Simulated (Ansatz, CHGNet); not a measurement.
For fluorite CdF2, the machine-learned potential CHGNet 0.3.0 (trained on PBE and PBE+U data) gives:

| Item | Value |
|---|---|
| equilibrium lattice constant a | 5.494 Å |
| elastic constant C11 | 155 GPa |
| elastic constant C44 | 24.4 GPa |
| polycrystal shear modulus | 32.7 GPa |

Q: What does B3LYP (VWN-RPA form) in Ansatz (plane waves, PAW) give for the same quantities?

A: 
- lattice constant a: 5.460 Å (drops by 0.6 %)
- elastic constant C11: 176 GPa (rises by 14 %)
- elastic constant C44: 18.6 GPa (falls by 24 %)
- Voigt–Reuss–Hill shear modulus: 29.7 GPa (decreases by 9.2 %)

For comparison: lattice constant a 5.388 Å (measured, temperature not stated, copied from a table, unchecked, not corrected to a static lattice; as tabulated in Crystal Structures 1, 239 (1963)).

Changes are worked out from the printed values.

Unless a cell is named, each level is at its own relaxed cell (CHGNet 0.3.0 13.82, B3LYP (VWN-RPA form) 13.57 Å³/atom).

Ansatz's density-functional and Hartree–Fock values are scalar-relativistic unless marked +SOC, with PAW data made under PBE.

Ansatz is an electronic-structure program.
